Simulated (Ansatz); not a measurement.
# BHClF (singlet): from Hartree-Fock to the top rungs at a displaced geometry (v2), cc-pVDZ

The task here is to estimate one member of a computed series from the others.

Computed with Ansatz 0.2.0, Gaussian basis. Level: cc-pVDZ, core rule «outside noble gas», up to 7 orbitals frozen.

The runs, in order: UHF; CCSD(T) on RHF; BCCD(T) on RHF; CISD; CCSDT(Q) on RHF.

9 further runs of the same task are left out: 1 for a known fault of the program, 1 that didn't finish, 7 set aside as unsound or not needed. Runs told in other sessions of the task aren't counted.

### The system

The geometry is a PBE0/def2-TZVP stationary point (not a proven minimum) with its atoms shifted at random (size 0.100 Å).

4 atoms, charge 0, spin multiplicity 1.

Atoms are counted from 1 here; the program's logs count them from 0.

Bond lengths: Cl1–B2 1.742 Å, B2–F3 1.341 Å, B2–H4 1.113 Å. Angles: Cl1–B2–F3 117.2°, Cl1–B2–H4 119.9°, F3–B2–H4 120.0°.

The first run:

The input, in.yaml:

```yaml
crystal:
  periodic: [false, false, false]
  atoms:
    - {symbol: Cl, position_ang: [0.052276, -0.057536, 1.044164]}
    - {symbol: B, position_ang: [-0.112599, 0.571831, -0.572095]}
    - {symbol: F, position_ang: [-0.035978, -0.305923, -1.582411]}
    - {symbol: H, position_ang: [0.047130, 1.656650, -0.764463]}
basis:
  gaussian: {orbitals: cc-pVDZ}
magnetization: {spin_polarized: true, initial_magnetization: 0}
hamiltonian: {xc: hf}
output: {orbitals: {seedname: orbitals}}
```

Launch:

```
$ ansatz run in.yaml --threads 1 --pin off --events-out ev --progress --plain --max-ram 2393MiB
```

Steps of the session up to this table: UHF; CCSD(T) on RHF; BCCD(T) on RHF; CISD; CCSDT(Q) on RHF.

One table of the session follows, with a row left open; its other results are not shown here.

| method | from RCCSDT(Q) (kJ/mol) |
| --- | --- |
| RHF | +1147.2 |
| RMP2 | ? |
| CISD | +132.8 |
| RCCSD | +27.3 |
| RCCSD(T) | +3.8 |
| BCCD(T) | +3.3 |
| RCCSDT | +2.2 |
| RCCSDT(Q) | 0 |

Estimate the missing values for RMP2.

As computed: from RCCSDT(Q) (kJ/mol): +84.1. In the column «from RCCSDT(Q) (kJ/mol)» it lies between RCCSD (+27.3) and CISD (+132.8).
